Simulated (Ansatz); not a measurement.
# UCCSD/STO-3G run of CH5B− (SMILES [BH2-]C)

Aim: the vertical doublet–quartet gap of CH5B− at UCCSD/STO-3G, from 2 runs. 

The calculation is run with Ansatz 0.2.0.

2 further runs of the same task are left out: 2 set aside as unsound or not needed.

### Step 1. The structure to begin with

CH5B− has 7 atoms, charge -1, and is taken as a doublet. As SMILES, `[BH2-]C`. The shape is that of a GFN2-xTB optimisation.

Bond lengths: B1–C2 1.642 Å, B1–H3 1.245 Å, B1–H4 1.245 Å, C2–H5 1.102 Å, C2–H6 1.114 Å, C2–H7 1.102 Å. Angles: B1–C2–H5 112.7°, B1–C2–H6 114.9°, B1–C2–H7 112.6°, C2–B1–H3 113.3°, C2–B1–H4 113.3°, H5–C2–H6 104.9°, H5–C2–H7 105.8°, H6–C2–H7 104.9°, H3–B1–H4 112.0°.

### Step 2. The energy at UCCSD/STO-3G

File molecule.yaml:

```yaml
crystal:
  periodic: [false, false, false]
  atoms:
    - {symbol: B, position_ang: [-0.367620, -0.876680, 0.296410]}
    - {symbol: C, position_ang: [0.129860, 0.657930, -0.010930]}
    - {symbol: H, position_ang: [0.566410, -1.652080, 0.572900]}
    - {symbol: H, position_ang: [-1.111250, -1.340120, -0.587590]}
    - {symbol: H, position_ang: [0.713810, 1.090030, 0.817870]}
    - {symbol: H, position_ang: [0.779370, 0.770230, -0.909000]}
    - {symbol: H, position_ang: [-0.710590, 1.350700, -0.179660]}
basis:
  gaussian:
    orbitals: STO-3G
total_charge: -1
magnetization:
  spin_polarized: true
  initial_magnetization: 1
correlation:
  method: ccsd
  frozen_orbitals: {B: 1, C: 1, H: 0}
accuracy: high
scf:
  omitted_lower_state_checks: [cluster_reference, increment]
```

On the command line:

```
$ ansatz run molecule.yaml --threads 1 --pin off --max-ram 2610MiB --events-out events.jsonl --progress --plain --runs-dir runs
```

Standard output, cut to the lines that bear on the results:

```text
Warning: RAYON_NUM_THREADS=1 ignored (pool sized by the plan → 1); use --threads N
Functional definition: HF
  name "HF"
[...]
254 factors; integrals over basis functions are off by at most 1.4e-8 eV
[...]
mean field -1754.14751521 eV, -64.4637321801 hartree, gradient 1.1e-8 eV, S^2 0.757765; 0 other end points of the search recorded, 0 dependent functions left out
2 core orbitals not correlated: weight in the atoms' cores, before any rotation towards them, 1.000 or more for the frozen orbitals, at most 0.000 for the correlated occupied ones
reference -1754.14751521 eV, -64.4637321801 hartree; 7, 6 occupied and 6, 7 virtual orbitals, 254 factors
second order -2.27469352 eV of doubles, -0.00000000 eV of singles
cycle   1  -2.86776766 eV  change   -5.9e-1 eV  update   5.6e-2
[...]
cycle  21  -3.19429964 eV  change  -8.0e-10 eV  update  1.9e-10
Total energy: -1757.34181485 eV, -64.5811205267 hartree
Checks for a lower state left out: cluster_reference, increment
```

Wall time 0.18 s (1 thread of Arm Neoverse V1, shared host).

### Step 3. The quartet at the same level

Edit molecule.yaml of step 2 so:

```diff
@@ -11,13 +11,7 @@
 basis:
-  gaussian:
-    orbitals: STO-3G
+  gaussian: {orbitals: STO-3G}
 total_charge: -1
-magnetization:
-  spin_polarized: true
-  initial_magnetization: 1
-correlation:
-  method: ccsd
-  frozen_orbitals: {B: 1, C: 1, H: 0}
+magnetization: {spin_polarized: true, initial_magnetization: 3}
+correlation: {method: ccsd, frozen_orbitals: {B: 1, C: 1, H: 0}}
 accuracy: high
-scf:
-  omitted_lower_state_checks: [cluster_reference, increment]
+scf: {omitted_lower_state_checks: [cluster_reference, increment]}
```

On the command line:

```
$ ansatz run molecule.yaml --threads 1 --pin off --max-ram 2610MiB --events-out events.jsonl --progress --plain --runs-dir runs
```

Standard output:

```text
Warning: RAYON_NUM_THREADS=1 ignored (pool sized by the plan → 1); use --threads N
[... 16 lines left out ...]
2 core orbitals not correlated: weight in the atoms' cores, before any rotation towards them, 1.000 or more for the frozen orbitals, at most 0.000 for the correlated occupied ones
[... 71 lines left out ...]
Total energy: -1741.90780250 eV, -64.0139310344 hartree
Checks for a lower state left out: cluster_reference, increment
```

It took 0.52 s on 1 thread of Arm Neoverse V1, shared host.

### Step 4. Outcome

At UCCSD/STO-3G, 2 core orbitals frozen:

| quantity | value |
| --- | --- |
| doublet: total energy | -64.58112 Eh |
| doublet: correlation energy (2 core orbitals frozen) | -117.4 mEh |
| doublet: ⟨S²⟩ of the reference determinant | 0.758 |
| doublet: T1 diagnostic | 0.005 |
| quartet: total energy | -64.01393 Eh |
| quartet: correlation energy (2 core orbitals frozen) | -124.3 mEh |
| quartet: ⟨S²⟩ of the reference determinant | 3.762 |
| quartet: T1 diagnostic | 0.147 |
| vertical energy of the quartet above the doublet | 15.434 eV |

What this shows: At this shape the quartet lies 15.43 eV (356 kcal/mol) above the doublet. For an anion a state so high probably lies above electron detachment. In a minimal basis such a difference can be off by several eV, whatever the method. The T1 diagnostic (quartet) of 0.147 is above the customary mark for such species, so a single reference may not serve.
